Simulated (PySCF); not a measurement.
CH, SMILES [CH] (connectivity only; charge and spin as stated), charge +1, multiplicity 1.

The structure is a stationary point at B3LYP-D3(BJ)/def2-TZVPD.

Two levels are set side by side: TDDFT-PBE/def2-TZVPD (PySCF) and ADC(3)/aug-cc-pVDZ (PySCF). Vertical, same geometry; the bases differ. Differences are taken from unrounded values.

| quantity | ADC(3) |
|---|---|
| lowest singlet excitation (eV) | 2.86 |

Q: What does TDDFT-PBE give, and how far is it from ADC(3)? (Estimate from the structure and the level; the computed values follow.)

A: 
```
quantity                        TDDFT-PBE  TDDFT-PBE minus ADC(3)
------------------------------  ---------  ----------------------
lowest singlet excitation (eV)       2.84                   -0.02
```

On these quantities the two levels nearly agree.
